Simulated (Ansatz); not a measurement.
Wavefunction ladder for `[CH2]COCC` radical

Cartesian coordinates in Å:
```
C 1.240 -0.398 -1.662
C 0.338 0.651 -1.137
O -0.887 0.152 -0.652
C -0.776 -0.609 0.533
C -0.605 0.243 1.775
H 2.302 -0.214 -1.762
H 0.820 -1.288 -2.114
H 0.059 1.353 -1.938
H 0.856 1.255 -0.377
H -1.704 -1.182 0.598
H 0.049 -1.328 0.443
H -1.425 0.959 1.863
H 0.336 0.797 1.765
H -0.604 -0.391 2.665
```

Total charge 0; spin multiplicity 2. All single points use the PBE0-D4/def2-TZVP geometry. It is one conformer, not always the lowest. Frozen core, unrestricted reference, Ansatz. CBS rows extrapolate triple and quadruple zeta; past MP2 they add the triple-zeta difference.

```
     basis     HF (Eh)  MP2 corr.  CCSD corr.    (T)  CCSD(T) total
def2-TZVPP           ?   -0.90499           ?      ?              ?
def2-QZVPP  -231.61310   -0.96685           –      –              –
 CBS(def2)           ?   -1.01267    -1.06465  as TZ              ?
```

Problem. Fill in the withheld values. (Best estimate.)

Solution. The calculation gave: def2-TZVPP HF (Eh): -231.60212; def2-TZVPP CCSD corr.: -0.95697; def2-TZVPP (T): -0.03597; def2-TZVPP CCSD(T) total: -232.59506; CBS(def2) HF (Eh): -231.61462; CBS(def2) CCSD(T) total: -232.71524.
